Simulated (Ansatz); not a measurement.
C2H4N2O, SMILES N#COCN, a geometry optimisation

With Ansatz's Python interface.

The script reads `c2h4n2o.xyz`:
```text
9

N    -2.44650   -0.90070    1.41890
C    -1.74520   -0.25770    0.76240
O    -0.90120    0.42760    0.01310
C     0.44260   -0.24820    0.01980
N     1.32850    0.47430   -0.79780
H     0.25210   -1.24740   -0.40400
H     0.78790   -0.34950    1.04760
H     1.43340    1.44150   -0.40640
H     0.93680    0.61380   -1.67090
```

Interactive session:
```pycon
>>> import ansatz as az
>>> import numpy as np
>>> BASIS_SET = "6-31G*"
>>> XC = "pbe"
>>> system = az.Crystal.molecule_from_extxyz("c2h4n2o.xyz")
>>> model = (
...     system.calculation()
...     .basis(gaussian=BASIS_SET)
...     .functional(XC)
... )
>>> symbols = [site.symbol for site in system.cartesian_sites]
>>> start = np.array([site.position_ang for site in system.cartesian_sites], dtype=float)
>>> def progress(event):
...     if event["event"] == "relax_step":
...         row = event["data"]
...         print(f"step {row['step']:3d}  E = {row['lagrangian_ev']:.6f} eV  max force {row['allowed_force_max_ev_ang']:.4f} eV/A")
...
>>> data = model.relax(force_tolerance=0.01).session().plan().execute(on_event=progress).report
step   1  E = -7156.290470 eV  max force 3.0326 eV/A
step   2  E = -7156.474906 eV  max force 0.6646 eV/A
step   3  E = -7156.498511 eV  max force 0.4000 eV/A
step   4  E = -7156.495559 eV  max force 0.5817 eV/A
step   5  E = -7156.506307 eV  max force 0.1445 eV/A
step   6  E = -7156.509386 eV  max force 0.1447 eV/A
step   7  E = -7156.509660 eV  max force 0.0272 eV/A
step   8  E = -7156.509684 eV  max force 0.0082 eV/A
>>> end = np.array(data["positions_ang"])
>>> print(f"E = {data['free_energy_ev']:.6f} eV = {data['free_energy_ev'] / 27.211386246:.7f} Ha")
E = -7156.509706 eV = -262.9968808 Ha
>>> print("converged:", data["converged"], " doubts:", data["published_state_doubts"] or "none")
converged: True  doubts: none
>>> print("bond        before    after (A)")
bond        before    after (A)
>>> for i, j in [(0, 1), (1, 2), (2, 3), (3, 4), (3, 5), (3, 6), (4, 7), (4, 8)]:
...     d0, d1 = (np.linalg.norm(xyz[i] - xyz[j]) for xyz in (start, end))
...     print(f"{symbols[i]}{i}-{symbols[j]}{j}".ljust(10), f"{d0:8.4f} {d1:8.4f}")
...
N0-C1        1.1560   1.1824
C1-O2        1.3204   1.2973
O2-C3        1.5042   1.5489
C3-N4        1.4055   1.3940
C3-H5        1.1020   1.1000
C3-H6        1.0890   1.1000
N4-H7        1.0487   1.0223
N4-H8        0.9671   1.0222
>>> with open("c2h4n2o_opt.xyz", "w") as handle:
...     handle.write(f"{len(symbols)}\nrelaxed C2H4N2O\n")
...     handle.writelines(f"{s:2s} {x:11.6f} {y:11.6f} {z:11.6f}\n" for s, (x, y, z) in zip(symbols, end))
...
18
```

File `c2h4n2o_opt.xyz` afterwards:
```text
9
relaxed C2H4N2O
N    -2.567571   -0.892759    1.458450
C    -1.788172   -0.288694    0.805913
O    -0.946998    0.387736    0.086357
C     0.460374   -0.252622   -0.005010
N     1.312508    0.523278   -0.789324
H     0.297464   -1.249675   -0.440093
H     0.813487   -0.326040    1.034161
H     1.491834    1.452701   -0.403285
H     1.015475    0.599775   -1.764468
```

These settings explore the input space; basis and method may be short of convergence. The end point is the stationary point reached from this start; no frequency run checks that it is a minimum, and the basis set is modest. It ran for 24 s on 1 thread of Arm Neoverse V1, on a shared host, peak memory 0.19 GiB.

(Lines on the test bed's own set-up are left out of the output.)
